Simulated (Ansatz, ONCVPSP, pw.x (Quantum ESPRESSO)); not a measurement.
# From atom to crystal: ONCV potential for tungsten

W, optimised norm-conserving Vanderbilt (ONCV), made with ONCVPSP 4.0.1.1 (patched build) (PBE, scalar-relativistic). Core [Kr] 4d10 4f14, reference 5s2 5p6 5d4 6s2. Waves: 5s+6s: rc 1.45 bohr, ncon 4, nbas 8, qcut 6.9 1/bohr, 2 projectors; 5p: rc 1.65 bohr, ncon 4, nbas 7, qcut 8 1/bohr, 2 projectors, debl 3.7 Ha; 5d: rc 2.85 bohr, ncon 4, nbas 9, qcut 6.6 1/bohr, 3 projectors, debl 2.6 Ha; f scattering state at 0.11 Ha: rc 2.90 bohr, ncon 4, nbas 8, qcut 3.8 1/bohr, 2 projectors, debl 0.9 Ha. Local part: polynomial inside 1.40 bohr (lpopt 5, dvloc0 6 Ha). Core correction: polynomial model core, fcfact 0.35.

Atomic tests: cutoffs needed: 22 Ha and 50 Ha (the cutoffs (Ha) at which the residual kinetic energy of the hardest occupied pseudo-wave falls to 1 and 0.1 mHa per electron); ghost test: no bound ghost flagged; GHOST(+) flagged for f at 200.9 eV; largest excitation error: -27 meV (all-electron minus pseudo) for 5s2 5p6 5d3 6s0, out of 4 test configurations.

Crystal test: bcc W in pw.x 7.5, no spin, 14³ k-points, Fermi–Dirac smearing 0.01 Ry, cutoffs 120/480 Ry. The reference is all-electron LAPW (Ansatz 0.2.0) with the same functional, mesh and smearing; V0 and B0 come from Birch–Murnaghan fits to the pressures at five volumes. Errors are pseudo minus all-electron; Δ is the rms difference of the E(V) curves that follow from these fits, minima aligned, over ±6 % about the mean V0. Mesh and smearing are coarse, so the numbers serve the comparison and aren't converged zero-temperature values; the lattice is a test structure that the element need not adopt.

```json
{"V (Å³/atom)": "15.323", "P all-electron (GPa)": "17.51", "P pseudo (GPa)": "17.00"}
{"V (Å³/atom)": "15.727", "P all-electron (GPa)": "8.35", "P pseudo (GPa)": "7.90"}
{"V (Å³/atom)": "16.130", "P all-electron (GPa)": "0.30", "P pseudo (GPa)": "-0.12"}
{"V (Å³/atom)": "16.533", "P all-electron (GPa)": "-6.79", "P pseudo (GPa)": "-7.17"}
{"V (Å³/atom)": "16.936", "P all-electron (GPa)": "-13.02", "P pseudo (GPa)": "-13.37"}
```

All-electron: a0 = 3.184 Å (V0 = 16.15 Å³/atom), B0 = 300.6 GPa.

Pseudopotential: mean pressure error (GPa): -0.42; a0 (Å): 3.183; a0 error (%): -0.05; B0 error (%): +0.0; Δ (meV/atom): 1.5. The largest radius (2.90 bohr) exceeds half the bond length (2.60 bohr), so the spheres overlap, which is one possible source of error among others.

Task: At the middle volume, how do free energy and pressure move when the wave cutoff is lowered (ecutrho kept at four times it)?

Result:

```json
{"cutoff (Ry)": "54", "shift of F (meV/atom)": "+24.2", "shift of P (GPa)": "-1.62"}
{"cutoff (Ry)": "72", "shift of F (meV/atom)": "+4.8", "shift of P (GPa)": "-0.09"}
{"cutoff (Ry)": "96", "shift of F (meV/atom)": "+2.4", "shift of P (GPa)": "-0.10"}
```

Input at the middle volume:

```
&control
  calculation='scf', prefix='x', pseudo_dir='./', outdir='./tmp', tstress=.true., disk_io='none'
/
&system
  ibrav=0, nat=1, ntyp=1, ecutwfc=120, ecutrho=480, nbnd=15,
  occupations='smearing', smearing='fd', degauss=0.01
/
&electrons
  conv_thr=1e-09, mixing_beta=0.4, electron_maxstep=70
/
ATOMIC_SPECIES
W 1.0 W.UPF
CELL_PARAMETERS angstrom
  -1.59168867 1.59168867 1.59168867
  1.59168867 -1.59168867 1.59168867
  1.59168867 1.59168867 -1.59168867
ATOMIC_POSITIONS crystal
W 0.0000 0.0000 0.0000
K_POINTS automatic
14 14 14 0 0 0
```

```bash
pw.x < W.scf.in > W.scf.out
```

Lines of the output:

```
Message from routine setup:
     using ibrav=0 with symmetry is DISCOURAGED, use correct ibrav instead
     lattice parameter (alat)  =       5.2098  a.u.
     unit-cell volume          =     108.8506 (a.u.)^3
     number of electrons       =        14.00
     number of Kohn-Sham states=           15
     kinetic-energy cutoff     =     120.0000  Ry
     charge density cutoff     =     480.0000  Ry
     scf convergence threshold =      1.0E-09
     Exchange-correlation= PBE
     number of k points=   104  Fermi-Dirac smearing, width (Ry)=  0.0100
     iteration #  1     ecut=   120.00 Ry     beta= 0.40
     total energy              =    -159.58492353 Ry
     estimated scf accuracy    <       0.03883025 Ry
     iteration #  2     ecut=   120.00 Ry     beta= 0.40
     total energy              =    -159.58521077 Ry
     estimated scf accuracy    <       0.00648705 Ry
     iteration #  3     ecut=   120.00 Ry     beta= 0.40
     total energy              =    -159.58598397 Ry
     estimated scf accuracy    <       0.00037959 Ry
     iteration #  4     ecut=   120.00 Ry     beta= 0.40
     total energy              =    -159.58600088 Ry
     estimated scf accuracy    <       0.00000744 Ry
     iteration #  5     ecut=   120.00 Ry     beta= 0.40
     total energy              =    -159.58600274 Ry
     estimated scf accuracy    <       0.00000020 Ry
     iteration #  6     ecut=   120.00 Ry     beta= 0.40
     total energy              =    -159.58600276 Ry
     estimated scf accuracy    <       0.00000001 Ry
     iteration #  7     ecut=   120.00 Ry     beta= 0.40
     total energy              =    -159.58600276 Ry
     estimated scf accuracy    <          3.0E-09 Ry
     iteration #  8     ecut=   120.00 Ry     beta= 0.40
     the Fermi energy is    22.2133 ev
!    total energy              =    -159.58600277 Ry
     estimated scf accuracy    <          2.5E-12 Ry
     smearing contrib. (-TS)   =      -0.00240160 Ry
     The total energy is F=E-TS. E is the sum of the following terms:
     one-electron contribution =     -15.21421733 Ry
     hartree contribution      =      16.00072853 Ry
     xc contribution           =     -41.79897128 Ry
     ewald contribution        =    -118.57114108 Ry
     convergence has been achieved in   8 iterations
          total   stress  (Ry/bohr**3)                   (kbar)     P=       -1.16
     Message from routine punch:
     Nothing written, as per user request (disk_io='none')
```

The run at the middle volume (104 k-points, 8 iterations) took about 97 s on one core of a shared host (Neoverse-N1, 64 threads, 124 GiB, load 56).
